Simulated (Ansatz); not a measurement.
Dichlorosilane (DCS), Cl$_{2}$H$_{2}$Si, relaxed with RKS PBE-D4/def2-SVP in the Gaussian-basis code of Ansatz from a rough embedded geometry. The force threshold is 0.03 eV/Å; the program also tests the step.

The species carries charge 0 and has multiplicity 1.

Start:

```xyz
5

Cl    1.907    0.395    0.111
Si   -0.066   -0.072    0.105
Cl   -0.888    0.731   -1.614
H    -0.735    0.493    1.307
H    -0.219   -1.547    0.091
```

**Question.** How much energy does the relaxation release, and in how many steps? (An estimate is asked.)

**Answer.** The calculation gave: 0.03 eV, in 2 steps.

**Question.** Which bonds change most? (Estimate.)

**Answer.** Computed: Cl1–Si2 from 2.027 to 2.071 Å; Si2–H5 from 1.483 to 1.495 Å; Si2–H4 from 1.486 to 1.495 Å; Si2–Cl3 from 2.068 to 2.072 Å.

**Question.** Give the relaxed structure. (Estimate.)

**Answer.** Ansatz gave: 
```xyz
5

Cl    1.948    0.387    0.157
Si   -0.069   -0.075    0.098
Cl   -0.940    0.718   -1.607
H    -0.727    0.533    1.295
H    -0.212   -1.563    0.057
```
